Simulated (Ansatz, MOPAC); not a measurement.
Molecule: PH₂, net charge 1, singlet state. SMILES of the parent species: [PH2]

Atoms: P1, H2, H3. Bonds: P1-H2, P1-H3.

Bond lengths (Å) and angles (degrees) optimised at AM1 with MOPAC; PM3 with MOPAC; PM7 with MOPAC; HF/3-21G with Ansatz (a quantum-chemistry and plane-wave program); PBE/6-31G* with Ansatz; B3LYP/LANL2DZ with Ansatz, each started from the B3LYP-D3(BJ)/def2-TZVP structure (Ansatz) of the last column. A row stands for all coordinates that are equal there. 6-31G* holds six Cartesian d functions. No wavenumbers were computed at PBE/6-31G*, B3LYP/LANL2DZ, so these may be saddle points.

```
coordinate    AM1    PM3    PM7  HF/3-21G  PBE/6-31G*  B3LYP/LANL2DZ  B3LYP-D3(BJ)/def2-TZVP
----------  -----  -----  -----  --------  ----------  -------------  ----------------------
P1-H2       1.331  1.240  1.540     1.423       1.443          1.460                   1.428
H2-P1-H3     98.9   97.4   96.7      96.3        91.4           93.2                    91.9
```

Mean signed difference of all 2 bond lengths from B3LYP-D3(BJ)/def2-TZVP: AM1 -0.096 Å, PM3 -0.187 Å, PM7 0.113 Å, HF/3-21G -0.004 Å, PBE/6-31G* 0.016 Å, B3LYP/LANL2DZ 0.033 Å.
